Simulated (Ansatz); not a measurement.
fcc Ca, treated with PBE0 in Ansatz (PAW).

Output (set-up and result lines):

```
WARN output.stress: scf.exx.energy_threshold = 1e-6 eV is looser than the 1e-8 eV advised for a stress under a hybrid functional (1e-8 eV for each atom of the …
Crystal: 1 atoms, lattice volume = 42.376 Å³
Basis set: ecut = 460 eV, 941 PW (Γ), exchange–correlation on 60×60×60 points (8 copies of the dense FFT grid, shifted against one another)
Bands: 9, of which v1, the nominal top of the filled ones, is band 5 counted from 1 (4 counted from 0)
Symmetry: 48 space group operations
Space group: Fm-3m (ITA 225), of the structure as read, at distance tolerance 3.5e-5 Å
k-points: 47 of 1000
Functional: x = pbe(κ = 0.804, μ = 0.2195149727645171), c = pbe(β = 0.06672455060314922), warm-up for x = 0.75 pbe(κ = 0.804, μ = 0.2195149727645171) + 0.25 exact, c = pbe(β = 0.06672455060314922)
SCF iter   1: F=—  HF=-1816.867185 eV  |F-HF|=—  |Δ(HF+E_count)|=         —  Δρ=9.90e-4  dr2=5.32e-4
SCF iter   2: F=—  HF=-1816.867499 eV  |F-HF|=—  |Δ(HF+E_count)|=   3.13e-4  Δρ=6.20e-4  dr2=2.50e-4
  ...
SCF 1 converged in 7 iterations: F = -1816.867518 eV  dr2 = 5.34e-11
Crystal: 1 atoms, lattice volume = 42.376 Å³
Initial density: handed on by an earlier stage of this run
Functional: x = 0.75 pbe(κ = 0.804, μ = 0.2195149727645171) + 0.25 exact, c = pbe(β = 0.06672455060314922)
SCF 2 converged in 6 iterations: F = -1817.824750 eV  dr2 = 5.78e-12
Crystal: 1 atoms, lattice volume = 42.376 Å³
SCF 3 converged in 5 iterations: F = -1817.837026 eV  dr2 = 8.52e-11
Crystal: 1 atoms, lattice volume = 42.376 Å³
Crystal: 1 atoms, lattice volume = 42.376 Å³
SCF 5 converged in 9 iterations: F = -1817.838275 eV  dr2 = 1.27e-11
Crystal: 1 atoms, lattice volume = 42.376 Å³
SCF iter   1: F=—  HF=-1817.838275 eV  |F-HF|=—  |Δ(HF+E_count)|=         —  Δρ=3.65e-7  dr2=4.02e-11
SCF iter   2: F=-1817.838275 eV  HF=-1817.838275 eV  |F-HF|=3.41e-12  |Δ(HF+E_count)|=  2.96e-12  Δρ=1.33e-7  dr2=5.06e-12
SCF 6 converged in 2 iterations: F = -1817.838275 eV  dr2 = 5.06e-12
Free energy (F): -1817.838275 eV
Internal energy: -1817.836181 eV  (E = F + TS)
E sigma→0 (E₀):  -1817.837228 eV
Fermi energy:    5.022388 eV
--- Stress (GPa, compression-positive) ---
        0.472678      -0.000000       0.000000
        0.000000       0.472678       0.000000
        0.000000       0.000000       0.472678
  P = ⅓ Tr σ = 0.4727 GPa (4.727 kbar)
```

Task: Write an input file that could have produced this run (the log leaves some choices open).

Result: Several could match; the one computed here: 
Ansatz 0.2 input:
```yaml
crystal:
  lattice:
    - [0.0, 2.7671337262, 2.7671337262]
    - [2.7671337262, 0.0, 2.7671337262]
    - [2.7671337262, 2.7671337262, 0.0]
  atoms:
    - { symbol: Ca, position: [0.0, 0.0, 0.0] }
basis:
  ecutwfc: 460
  ecutrho_ratio: 4
  xc_grid: 2
kpoints:
  mp_grid: { grid: [10, 10, 10] }
hamiltonian:
  xc: pbe0
  dispersion: none
  pseudopotentials: { kind: paw }
scf:
  occupations: { method: fermi_dirac, width: 0.05 }
  convergence: { dr2_threshold: 0.0000000001 }
output:
  forces: false
  stress: true
  eigenvalues: true
```

The cell is one volume of an energy–volume scan, off the minimum.

The PAW data were made under PBE.

Note: the run warned that the count of filled bands differs between k points.

Ansatz is an electronic-structure program.
